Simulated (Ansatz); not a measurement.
# C₂H₆Mg: how energies converge with the basis set

The task here is to estimate one member of a computed series from the others.

The runs use Ansatz 0.2.0, Gaussian basis; one geometry, several basis sets.

Levels to be run: PBE0-D4/def2-SVP; ωB97M-V/def2-SVP; PBE0-D4/def2-QZVPP; ωB97M-V/def2-QZVPP; the functionals' def2-TZVPP values are taken from earlier runs.

### The relaxed structure

An earlier PBE0-D4 in a triple-zeta def2 set relaxation fixed the geometry.

9 atoms, charge 0, spin multiplicity 1.

Atoms are counted from 1 here; the program's logs count them from 0.

Bond lengths: C1–C2 1.531 Å, C1–H4 1.095 Å, C1–H5 1.097 Å, C1–H6 1.095 Å, C2–Mg3 2.100 Å, C2–H7 1.098 Å, C2–H8 1.098 Å, Mg3–H9 1.712 Å. Angles: C2–C1–H4 112.1°, C2–C1–H5 112.7°, C2–C1–H6 112.1°, H4–C1–H5 106.5°, H4–C1–H6 106.5°, H5–C1–H6 106.5°, C1–C2–Mg3 116.4°, C1–C2–H7 109.5°, C1–C2–H8 109.5°, Mg3–C2–H7 108.1°, Mg3–C2–H8 108.1°, H7–C2–H8 104.7°, C2–Mg3–H9 179.9°.

The first run:

The input, in.yaml:

```yaml
crystal:
  periodic: [false, false, false]
  atoms:
    - {symbol: C, position_ang: [-0.521717, 0.678947, -0.803704]}
    - {symbol: C, position_ang: [0.518218, -0.303684, -0.259201]}
    - {symbol: Mg, position_ang: [0.318958, -0.852608, 1.757619]}
    - {symbol: H, position_ang: [-1.539925, 0.284025, -0.728059]}
    - {symbol: H, position_ang: [-0.359905, 0.923769, -1.860629]}
    - {symbol: H, position_ang: [-0.514635, 1.628864, -0.259601]}
    - {symbol: H, position_ang: [1.524436, 0.112280, -0.401133]}
    - {symbol: H, position_ang: [0.508315, -1.219791, -0.864400]}
    - {symbol: H, position_ang: [0.154855, -1.298303, 3.402107]}
basis:
  gaussian: {orbitals: def2-SVP}
hamiltonian: {xc: pbe0, dispersion: d4}
output: {orbitals: {seedname: orbitals}}
```

The run is started by

```
ansatz run in.yaml --threads 2 --pin off --events-out ev --progress --plain --max-ram 22528MiB --backend cpu
```

Steps of the session up to this table: PBE0-D4 in def2-SVP; ωB97M-V in def2-SVP; PBE0-D4 in def2-QZVPP; ωB97M-V in def2-QZVPP.

One table of the session follows, with a row left open; its other results are not shown here.

It belongs to the step «Functionals by basis». 

```
functional       basis  HOMO (eV)
   PBE0-D4    def2-SVP      -6.35
   PBE0-D4  def2-TZVPP      -6.34
   PBE0-D4  def2-QZVPP      -6.34
   ωB97M-V    def2-SVP          ?
   ωB97M-V  def2-TZVPP      -8.52
   ωB97M-V  def2-QZVPP      -8.52
```

Estimate the missing values for ωB97M-V, def2-SVP.

**Answer.** HOMO (eV): -8.53. In the column «HOMO (eV)» it is the lowest.
